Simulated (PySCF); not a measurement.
Input file for PySCF: R-HF/STO-3G on C4H4 (a complex).

```python
from pyscf import gto, scf, dft, mp
from pyscf.data.elements import chemcore

mol = gto.M(
    atom='''
    C    -0.59487189   -0.12410388   -3.59963780
    H    -1.65687689   -0.12406088   -3.60555880
    C     0.61696711   -0.12419788   -3.59640880
    H     1.67899311   -0.12432688   -3.59660480
    C    -0.00908489    0.10502312    2.99262020
    H    -0.00569089    0.07128812    1.92932320
    C    -0.01302189    0.14331312    4.20408520
    H    -0.01628789    0.17668912    5.26499620
    ''',
    basis='sto-3g',
    charge=0, spin=0, verbose=3, max_memory=1800)
mf = scf.RHF(mol)
mf.conv_tol = 1e-8
mf.max_cycle = 100
mf.kernel()
if not mf.converged:
    mf = mf.newton().run(mf.mo_coeff, mf.mo_occ)
```

Program output:

```
converged SCF energy = -151.702120983896
```

The run converged.

Cost: about 0.06 core-seconds (a rough figure).
